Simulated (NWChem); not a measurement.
System: ammonia (NH3); SMILES N

```xyz
4

N      0.0000     0.0000     0.1315
H      0.6642     0.6642    -0.2639
H      0.2431    -0.9073    -0.2639
H     -0.9073     0.2431    -0.2639
```
Atoms are numbered in this order, from 1.

Coordinates come from a B3LYP/6-31G* (spherical d) optimisation.

Problem. List the 4 lowest vertical singlet excitations from CAM-B3LYP/def2-SVP, TDA (NWChem).

Solution. 
```
state  energy (eV)  oscillator strength  leading excitation (squared amplitude)
-----  -----------  -------------------  --------------------------------------
S1            7.12                0.037                      HOMO → LUMO (0.99)
S2            9.36                0.034                    HOMO → LUMO+1 (0.99)
S3            9.36                0.034                    HOMO → LUMO+2 (0.99)
S4           12.54                0.220                    HOMO−1 → LUMO (1.00)
```
